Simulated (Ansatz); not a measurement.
Species: methanethiol, CH₄S (charge 0, singlet). SMILES: CS
Structure (B3LYP-D3(BJ)/def2-TZVP (Ansatz, a first-principles code) minimum search):
```xyz
6

C     -0.0402     1.1565     0.0077
S     -0.0524    -0.6664    -0.0048
H      1.2792    -0.8404     0.0008
H     -1.0838     1.4664     0.0045
H      0.4371     1.5427     0.9058
H      0.4463     1.5550    -0.8800
```
Charge 0, spin multiplicity 1.

Wanted: vertical ionisation energy to the doublet, in eV. Set-up: no dispersion term unless named; non-relativistic; each state is the SCF solution reached for its charge and spin; six Cartesian d functions in 6-31G* and its kin unless marked 5d; frozen cores in correlated levels; open shells spin-unrestricted; no spin-orbit coupling; 6-311+G** with 5d, 6d on Na to Ar in Ansatz. CBS marks a two-point X^-3 extrapolation of the correlation energy; Hartree-Fock from the larger set. The bracket is a focal-point correction in the basis named. First-principles rows: single points at B3LYP-D3(BJ) geometries (Ansatz).

Measured values: CCCBDB table in ASE; they hold spin-orbit and core effects. 

Value to compare with, the measured value: 9.44 eV.

| level | program | vertical ionisation energy to the doublet (eV) | error |
|---|---|---|---|
| B3LYP/STO-3G | Ansatz | 7.15 | -2.29 |
| B3LYP/3-21G | Ansatz | 9.55 | 0.11 |
| B3LYP/6-31G* | Ansatz | 9.37 | -0.07 |
| B3LYP/6-311+G** | Ansatz | 9.44 | 0.00 |
| B3LYP/def2-TZVPD | Ansatz | 9.41 | -0.03 |
| RI-MP2/CBS(aug-cc-pV(T+d)Z,aug-cc-pV(Q+d)Z)+[CCSD(T)-MP2]/aug-cc-pV(T+d)Z | Ansatz | 9.56 | 0.12 |

Among the 4 habitual levels, B3LYP/STO-3G lies farthest from the measured value (-2.29 eV) and B3LYP/6-311+G** nearest (0.00); 1 of 4 lie above it, and their mean absolute error is 0.62 eV, the median 0.09. One case shows no general order.

The sets are all those run for this method; runs whose electronic state is in doubt are left out.
